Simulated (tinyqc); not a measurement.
RHF in the sto-3g basis, for H2O, spin multiplicity 1, step by step. One step of it, computed by the program tinyqc.

Task: Iteration 2: building the Fock matrix. J_ij = sum D_kl (ij|kl), K_ij = sum D_kl (ik|jl); F = H + J - 0.5 K; E = tr D H + tr D J / 2 - 0.25 tr D K + E_nn.

D after iteration 1, order 1O 1s, 1O 2s, 1O 2px, 1O 2py, 1O 2pz, 2H 1s, 3H 1s:
$$\begin{pmatrix}
2.123080 & -0.526133 & 0.000000 & 0.000000 & -0.014408 & 0.023098 & 0.023098 \\
-0.526133 & 2.247712 & 0.000000 & 0.000000 & 0.076388 & -0.096473 & -0.096473 \\
0.000000 & 0.000000 & 2.000000 & 0.000000 & 0.000000 & 0.000000 & 0.000000 \\
0.000000 & 0.000000 & 0.000000 & 2.090489 & 0.000000 & -0.103572 & 0.103572 \\
-0.014408 & 0.076388 & 0.000000 & 0.000000 & 2.045141 & -0.059601 & -0.059601 \\
0.023098 & -0.096473 & 0.000000 & -0.103572 & -0.059601 & 0.010825 & 0.000562 \\
0.023098 & -0.096473 & 0.000000 & 0.103572 & -0.059601 & 0.000562 & 0.010825
\end{pmatrix}$$

core Hamiltonian H = T + V (hartree), order 1O 1s, 1O 2s, 1O 2px, 1O 2py, 1O 2pz, 2H 1s, 3H 1s:
$$\begin{pmatrix}
-32.521921 & -7.565702 & 0.000000 & 0.000000 & -0.013592 & -1.055734 & -1.055734 \\
-7.565702 & -9.147523 & 0.000000 & 0.000000 & -0.167869 & -2.573369 & -2.573369 \\
0.000000 & 0.000000 & -7.302261 & 0.000000 & 0.000000 & 0.000000 & 0.000000 \\
0.000000 & 0.000000 & 0.000000 & -7.391332 & 0.000000 & -1.462140 & 1.462140 \\
-0.013592 & -0.167869 & 0.000000 & 0.000000 & -7.367799 & -1.298116 & -1.298116 \\
-1.055734 & -2.573369 & 0.000000 & -1.462140 & -1.298116 & -4.333929 & -0.962559 \\
-1.055734 & -2.573369 & 0.000000 & 1.462140 & -1.298116 & -0.962559 & -4.333929
\end{pmatrix}$$

Two-electron integrals (ij|kl) in chemists' order, unique and non-zero (hartree):
```
(11|11) 4.785065    (21|11) 0.741380    (21|21) 0.136873    (22|11) 1.118947
(22|21) 0.256633    (22|22) 0.817206    (31|31) 0.024477    (32|31) 0.037809
(32|32) 0.180518    (33|11) 1.115814    (33|21) 0.256684    (33|22) 0.817023
(33|33) 0.880159    (41|41) 0.024477    (42|41) 0.037809    (42|42) 0.180518
(43|43) 0.047444    (44|11) 1.115814    (44|21) 0.256684    (44|22) 0.817023
(44|33) 0.785270    (44|44) 0.880159    (51|51) 0.024477    (52|51) 0.037809
(52|52) 0.180518    (53|53) 0.047444    (54|54) 0.047444    (55|11) 1.115814
(55|21) 0.256684    (55|22) 0.817023    (55|33) 0.785270    (55|44) 0.785270
(55|55) 0.880159    (61|11) 0.103713    (61|21) 0.019005    (61|22) 0.035471
(61|33) 0.035402    (61|41) 0.000655    (61|42) 0.001236    (61|44) 0.035524
(61|51) 0.000561    (61|52) 0.001060    (61|54) 0.000105    (61|55) 0.035492
(61|61) 0.002672    (62|11) 0.276878    (62|21) 0.064407    (62|22) 0.230130
(62|33) 0.226046    (62|41) 0.003669    (62|42) 0.029182    (62|44) 0.232973
(62|51) 0.003147    (62|52) 0.025032    (62|54) 0.005942    (62|55) 0.231143
(62|61) 0.009135    (62|62) 0.083316    (63|31) 0.006433    (63|32) 0.038550
(63|43) 0.005907    (63|53) 0.005067    (63|63) 0.011296    (64|11) 0.159305
(64|21) 0.037508    (64|22) 0.143093    (64|33) 0.136753    (64|41) 0.008290
(64|42) 0.055531    (64|44) 0.152623    (64|51) 0.001593    (64|52) 0.014566
(64|54) 0.008546    (64|55) 0.139737    (64|61) 0.005531    (64|62) 0.062993
(64|64) 0.058387    (65|11) 0.136650    (65|21) 0.032174    (65|22) 0.122743
(65|33) 0.117305    (65|41) 0.001593    (65|42) 0.014566    (65|44) 0.120784
(65|51) 0.007800    (65|52) 0.051045    (65|54) 0.008891    (65|55) 0.129999
(65|61) 0.004744    (65|62) 0.054035    (65|64) 0.040394    (65|65) 0.045946
(66|11) 0.445863    (66|21) 0.105371    (66|22) 0.433733    (66|33) 0.417133
(66|41) 0.007130    (66|42) 0.079986    (66|44) 0.445519    (66|51) 0.006116
(66|52) 0.068611    (66|54) 0.024349    (66|55) 0.438019    (66|61) 0.015039
(66|62) 0.206381    (66|64) 0.178121    (66|65) 0.152790    (66|66) 0.774606
(71|11) 0.103713    (71|21) 0.019005    (71|22) 0.035471    (71|33) 0.035402
(71|41) -0.000655   (71|42) -0.001236   (71|44) 0.035524    (71|51) 0.000561
(71|52) 0.001060    (71|54) -0.000105   (71|55) 0.035492    (71|61) 0.002635
(71|62) 0.008868    (71|64) 0.004950    (71|65) 0.004610    (71|66) 0.014498
(71|71) 0.002672    (72|11) 0.276878    (72|21) 0.064407    (72|22) 0.230130
(72|33) 0.226046    (72|41) -0.003669   (72|42) -0.029182   (72|44) 0.232973
(72|51) 0.003147    (72|52) 0.025032    (72|54) -0.005942   (72|55) 0.231143
(72|61) 0.008868    (72|62) 0.066627    (72|64) 0.035029    (72|65) 0.042012
(72|66) 0.133438    (72|71) 0.009135    (72|72) 0.083316    (73|31) 0.006433
(73|32) 0.038550    (73|43) -0.005907   (73|53) 0.005067    (73|63) 0.008715
(73|73) 0.011296    (74|11) -0.159305   (74|21) -0.037508   (74|22) -0.143093
(74|33) -0.136753   (74|41) 0.008290    (74|42) 0.055531    (74|44) -0.152623
(74|51) -0.001593   (74|52) -0.014566   (74|54) 0.008546    (74|55) -0.139737
(74|61) -0.004950   (74|62) -0.035029   (74|64) -0.010144   (74|65) -0.021669
(74|66) -0.064224   (74|71) -0.005531   (74|72) -0.062993   (74|74) 0.058387
(75|11) 0.136650    (75|21) 0.032174    (75|22) 0.122743    (75|33) 0.117305
(75|41) -0.001593   (75|42) -0.014566   (75|44) 0.120784    (75|51) 0.007800
(75|52) 0.051045    (75|54) -0.008891   (75|55) 0.129999    (75|61) 0.004610
(75|62) 0.042012    (75|64) 0.021669    (75|65) 0.034822    (75|66) 0.091691
(75|71) 0.004744    (75|72) 0.054035    (75|74) -0.040394   (75|75) 0.045946
(76|11) 0.094104    (76|21) 0.022121    (76|22) 0.086724    (76|33) 0.084545
(76|44) 0.086103    (76|51) 0.001626    (76|52) 0.015837    (76|55) 0.089427
(76|61) 0.003109    (76|62) 0.031903    (76|64) 0.021007    (76|65) 0.023282
(76|66) 0.085245    (76|71) 0.003109    (76|72) 0.031903    (76|74) -0.021007
(76|75) 0.023282    (76|76) 0.015760    (77|11) 0.445863    (77|21) 0.105371
(77|22) 0.433733    (77|33) 0.417133    (77|41) -0.007130   (77|42) -0.079986
(77|44) 0.445519    (77|51) 0.006116    (77|52) 0.068611    (77|54) -0.024349
(77|55) 0.438019    (77|61) 0.014498    (77|62) 0.133438    (77|64) 0.064224
(77|65) 0.091691    (77|66) 0.296322    (77|71) 0.015039    (77|72) 0.206381
(77|74) -0.178121   (77|75) 0.152790    (77|76) 0.085245    (77|77) 0.774606
```

nuclear repulsion = 7.55196481 hartree

Give: Coulomb J; exchange K; Fock matrix F; total energy of this density.

Result:

Coulomb J (hartree), order 1O 1s, 1O 2s, 1O 2px, 1O 2py, 1O 2pz, 2H 1s, 3H 1s:
$$\begin{pmatrix}
18.5542 & 3.5377 & 0.0000 & 0.0000 & 0.0015 & 0.4915 & 0.4915 \\
3.5377 & 8.7908 & 0.0000 & 0.0000 & 0.0002 & 2.3968 & 2.3968 \\
0.0000 & 0.0000 & 8.7837 & 0.0000 & 0.0000 & 0.0000 & 0.0000 \\
0.0000 & 0.0000 & 0.0000 & 8.7829 & 0.0000 & 1.4635 & -1.4635 \\
0.0015 & 0.0002 & 0.0000 & 0.0000 & 8.7823 & 1.2548 & 1.2548 \\
0.4915 & 2.3968 & 0.0000 & 1.4635 & 1.2548 & 4.3505 & 0.8814 \\
0.4915 & 2.3968 & 0.0000 & -1.4635 & 1.2548 & 0.8814 & 4.3505
\end{pmatrix}$$

exchange K (hartree), order 1O 1s, 1O 2s, 1O 2px, 1O 2py, 1O 2pz, 2H 1s, 3H 1s:
$$\begin{pmatrix}
9.8387 & 1.7152 & 0.0000 & 0.0000 & 0.0006 & 0.2531 & 0.2531 \\
1.7152 & 2.8660 & 0.0000 & 0.0000 & 0.0084 & 0.7329 & 0.7329 \\
0.0000 & 0.0000 & 2.3568 & 0.0000 & 0.0000 & 0.0000 & 0.0000 \\
0.0000 & 0.0000 & 0.0000 & 2.3651 & 0.0000 & 0.3595 & -0.3595 \\
0.0006 & 0.0084 & 0.0000 & 0.0000 & 2.3594 & 0.3143 & 0.3143 \\
0.2531 & 0.7329 & 0.0000 & 0.3595 & 0.3143 & 0.3400 & 0.1859 \\
0.2531 & 0.7329 & 0.0000 & -0.3595 & 0.3143 & 0.1859 & 0.3400
\end{pmatrix}$$

Fock matrix F (hartree), order 1O 1s, 1O 2s, 1O 2px, 1O 2py, 1O 2pz, 2H 1s, 3H 1s:
$$\begin{pmatrix}
-18.8871 & -4.8856 & 0.0000 & 0.0000 & -0.0124 & -0.6908 & -0.6908 \\
-4.8856 & -1.7897 & 0.0000 & 0.0000 & -0.1718 & -0.5430 & -0.5430 \\
0.0000 & 0.0000 & 0.3031 & 0.0000 & 0.0000 & 0.0000 & 0.0000 \\
0.0000 & 0.0000 & 0.0000 & 0.2090 & 0.0000 & -0.1784 & 0.1784 \\
-0.0124 & -0.1718 & 0.0000 & 0.0000 & 0.2347 & -0.2005 & -0.2005 \\
-0.6908 & -0.5430 & 0.0000 & -0.1784 & -0.2005 & -0.1534 & -0.1741 \\
-0.6908 & -0.5430 & 0.0000 & 0.1784 & -0.2005 & -0.1741 & -0.1534
\end{pmatrix}$$

total energy of this density = -73.597886 hartree
